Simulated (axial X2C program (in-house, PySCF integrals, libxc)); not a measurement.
# Outer orbitals of OF⁻ at 1.491 Å, HF

Computed with an in-house relativistic program for diatomic molecules. Spin-free means the one-electron spin-free X2C Hamiltonian; two-component (2c) means X2C with spin–orbit coupling and atomic mean-field two-electron Coulomb and Gaunt terms, so the difference of the two also holds small scalar two-electron terms. Basis: F dyall-av3z [7s6p3d2f], O dyall-av3z [7s6p3d2f] (cores contracted in-house); Gaussian nuclei, density fitting, unrestricted open shells. Masses: F 18.998 u, O 15.995 u.

The distance is close to the 2c PBE0 minimum; the highest filled and lowest empty levels are listed.

Spin-free orbitals, state M_S = 0, Λ = 0 (closed shell) (Löwdin shares):

```csv
symmetry,occupied,ε (eV),atomic character
σα,yes,-34.58,"75% F s, 10% O s, 7% O p"
σα,yes,-23.89,"68% O s, 15% F p, 9% F s"
π+α,yes,-9.83,"81% F p, 15% O p, 2% O d"
π-α,yes,-9.83,"81% F p, 15% O p, 2% O d"
σα,yes,-8.55,"63% F p, 28% O p, 6% O s"
π+α,yes,-4.48,"80% O p, 14% F p, 4% F d"
π-α,yes,-4.48,"80% O p, 14% F p, 4% F d"
σα,no,6.65,"67% O p, 28% F p, 3% O s"
π-α,no,7.52,"95% O p, 5% F p"
π+α,no,7.52,"95% O p, 5% F p"
σα,no,7.73,"42% O s, 27% F p, 23% O p"
```

One partner of each degenerate Kramers or spin pair is listed.

Spinors with spin–orbit coupling (state Ω = 0):

| ω | occupied | ε (eV) | atomic character | λ mixture |
| --- | --- | --- | --- | --- |
| 1/2 | yes | -34.59 | 75% F s, 10% O s, 7% O p | 100% σ |
| 1/2 | yes | -23.89 | 68% O s, 15% F p, 9% F s | 100% σ |
| 1/2 | yes | -9.85 | 82% F p, 15% O p, 2% O d | 100% π |
| 3/2 | yes | -9.80 | 81% F p, 15% O p, 2% O d | 100% π |
| 1/2 | yes | -8.55 | 63% F p, 28% O p, 6% O s | 100% σ |
| 1/2 | yes | -4.49 | 80% O p, 14% F p, 4% F d | 100% π |
| 3/2 | yes | -4.46 | 80% O p, 14% F p, 4% F d | 100% π |
| 1/2 | no | 6.66 | 67% O p, 28% F p, 3% O s | 100% σ |
| 1/2 | no | 7.52 | 95% O p, 5% F p | 100% π |
| 3/2 | no | 7.52 | 95% O p, 5% F p | 100% π |
| 1/2 | no | 7.73 | 42% O s, 28% F p, 23% O p | 100% σ |

One partner of each degenerate Kramers or spin pair is listed.

Mulliken charges and populations of the two-component result (they depend on the basis, above all on diffuse functions):

F -0.43 e (s 3.96 p 5.45 d 0.02), O -0.57 e (s 3.99 p 4.56 d 0.02 f 0.01).

Occupations by symmetry block were frozen at the best pattern of an incomplete PBE0 search.
